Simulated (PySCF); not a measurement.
C₂H₆S, SMILES C(C)S (connectivity only; charge and spin as stated), charge +1, multiplicity 2. Atoms are numbered in the order given.

```xyz
9

C      0.3304     1.6498     0.0000
C     -0.6322     0.4772     0.0000
S      0.0855    -1.1688     0.0000
H     -0.2589     2.5684     0.0000
H      0.9590     1.6499    -0.8916
H      0.9590     1.6499     0.8916
H     -1.3089     0.4538     0.8712
H     -1.3089     0.4538    -0.8712
H      1.4010    -0.8369     0.0000
```
Charge +1, spin multiplicity 2.

Geometry optimised at TPSSh-D3(BJ)/def2-TZVP. The geometry has at least one imaginary mode, so it is a saddle point at that level. The spin state was assumed, not searched. The values are those of a single conformer.

All values below come from ωB97X/def2-TZVPD (PySCF).

Mulliken values depend strongly on the basis, most of all with diffuse functions as here. ESP charges are fitted to the potential on shells at 1.4 to 2.0 van der Waals radii. Atomic charges (e):

| atom | ESP fit | Mulliken | meta-Löwdin | Mulliken spin |
|---|---|---|---|---|
| C1 | -0.43 | -1.22 | -0.34 | 0.05 |
| C2 | -0.05 | -0.24 | -0.26 | -0.12 |
| S3 | 0.37 | 0.22 | 0.61 | 0.97 |
| H4 | 0.20 | 0.34 | 0.17 | 0.00 |
| H5 | 0.16 | 0.38 | 0.14 | -0.01 |
| H6 | 0.16 | 0.38 | 0.14 | -0.01 |
| H7 | 0.17 | 0.42 | 0.19 | 0.06 |
| H8 | 0.17 | 0.42 | 0.19 | 0.06 |
| H9 | 0.24 | 0.31 | 0.16 | -0.01 |
